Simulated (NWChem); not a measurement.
## Correlation energy of ammonia (H₃N)

```
N
H 1 1.0309
H 1 1.0310 2 104.01
H 1 1.0310 2 104.01 3 -108.62
```
Charge 0, spin multiplicity 1.

The numbers come from NWChem runs, not from measurements. All single points use one geometry, from PBE/def2-SVP, a minimum by its harmonic frequencies.

Basis set: cc-pVTZ. Each correlation energy counts from its own Hartree-Fock reference.

The correlated methods keep 1 core orbital frozen. No row is a measurement; the coupled-cluster row has its own basis-set and correlation limits.

Task: One of these methods gave a correlation energy of -238.6 mHa. Which?
A. MP2
B. CCSD(T)
C. SCS-MP2
D. CCSD

Result: C, SCS-MP2. The others give -257.0 (CCSD(T)), -249.1 (CCSD), -236.6 (MP2).
